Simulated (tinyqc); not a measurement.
CCSD on RHF in the sto-6g basis, frozen core, for BH2+, spin multiplicity 1, step by step. One step of it, computed by the program tinyqc.

Problem. Iteration 7 (converged): orbitals. Diagonalise F' = X^T F X, C = X C', fill 3 alpha and 3 beta electrons from the bottom; D = 2 C_occ C_occ^T. Each column has its largest component positive (the first on a tie).

converged F (hartree), order 1B 1s, 1B 2s, 1B 2px, 1B 2py, 1B 2pz, 2H 1s, 3H 1s:
```
[[-8.029522, -2.233531, 0.000000, 0.000000, 0.007049, -0.422217, -0.422217],
 [-2.233531, -1.375311, 0.000000, 0.000000, -0.080310, -0.625890, -0.625890],
 [0.000000, 0.000000, -0.162402, 0.000000, 0.000000, 0.000000, 0.000000],
 [0.000000, 0.000000, 0.000000, -0.607442, 0.000000, -0.488132, 0.488132],
 [0.007049, -0.080310, 0.000000, 0.000000, -0.193110, -0.152518, -0.152518],
 [-0.422217, -0.625890, 0.000000, -0.488132, -0.152518, -0.629633, -0.085748],
 [-0.422217, -0.625890, 0.000000, 0.488132, -0.152518, -0.085748, -0.629633]]
```

X, order 1B 1s, 1B 2s, 1B 2px, 1B 2py, 1B 2pz, 2H 1s, 3H 1s:
```
[[1.030074, -0.156825, 0.000000, 0.000000, -0.006830, 0.022885, 0.022885],
 [-0.156825, 1.197316, 0.000000, 0.000000, 0.063882, -0.261172, -0.261172],
 [0.000000, 0.000000, 1.000000, 0.000000, 0.000000, 0.000000, 0.000000],
 [0.000000, 0.000000, 0.000000, 1.176322, 0.000000, -0.276021, 0.276021],
 [-0.006830, 0.063882, 0.000000, 0.000000, 1.024070, -0.098827, -0.098827],
 [0.022885, -0.261172, 0.000000, -0.276021, -0.098827, 1.182830, -0.029092],
 [0.022885, -0.261172, 0.000000, 0.276021, -0.098827, -0.029092, 1.182830]]
```

Give: F' = X^T F X; orbital energies; coefficients C; D after iteration 7.

Solution.

F' = X^T F X (hartree):
```
[[-7.8637, -1.1000, 0.0000, 0.0000, 0.0034, -0.0374, -0.0374],
 [-1.1000, -0.7172, 0.0000, 0.0000, 0.0153, -0.3537, -0.3537],
 [0.0000, 0.0000, -0.1624, 0.0000, 0.0000, 0.0000, 0.0000],
 [0.0000, 0.0000, 0.0000, -0.2894, 0.0000, -0.3911, 0.3911],
 [0.0034, 0.0153, 0.0000, 0.0000, -0.1547, -0.1162, -0.1162],
 [-0.0374, -0.3537, 0.0000, -0.3911, -0.1162, -0.2830, -0.0447],
 [-0.0374, -0.3537, 0.0000, 0.3911, -0.1162, -0.0447, -0.2830]]
```

orbital energies (hartree): [-8.0313, -0.9490, -0.8175, -0.2127, -0.1624, 0.1296, 0.2898]

coefficients C, order 1B 1s, 1B 2s, 1B 2px, 1B 2py, 1B 2pz, 2H 1s, 3H 1s:
```
[[0.9953, -0.2283, 0.0000, 0.1116, 0.0000, -0.1774, 0.0000],
 [0.0182, 0.7014, 0.0000, -0.4876, 0.0000, 0.9320, 0.0000],
 [0.0000, 0.0000, 0.0000, 0.0000, 1.0000, 0.0000, 0.0000],
 [0.0000, 0.0000, 0.5812, 0.0000, 0.0000, 0.0000, 1.0947],
 [0.0001, 0.0803, 0.0000, 0.8464, 0.0000, 0.5912, 0.0000],
 [-0.0030, 0.3018, 0.3921, 0.2368, 0.0000, -0.7726, -0.8104],
 [-0.0030, 0.3018, -0.3921, 0.2368, 0.0000, -0.7726, 0.8104]]
```

D after iteration 7, order 1B 1s, 1B 2s, 1B 2px, 1B 2py, 1B 2pz, 2H 1s, 3H 1s:
```
[[2.0856, -0.2839, 0.0000, 0.0000, -0.0364, -0.1437, -0.1437],
 [-0.2839, 0.9846, 0.0000, 0.0000, 0.1126, 0.4232, 0.4232],
 [0.0000, 0.0000, 0.0000, 0.0000, 0.0000, 0.0000, 0.0000],
 [0.0000, 0.0000, 0.0000, 0.6757, 0.0000, 0.4559, -0.4559],
 [-0.0364, 0.1126, 0.0000, 0.0000, 0.0129, 0.0484, 0.0484],
 [-0.1437, 0.4232, 0.0000, 0.4559, 0.0484, 0.4897, -0.1254],
 [-0.1437, 0.4232, 0.0000, -0.4559, 0.0484, -0.1254, 0.4897]]
```
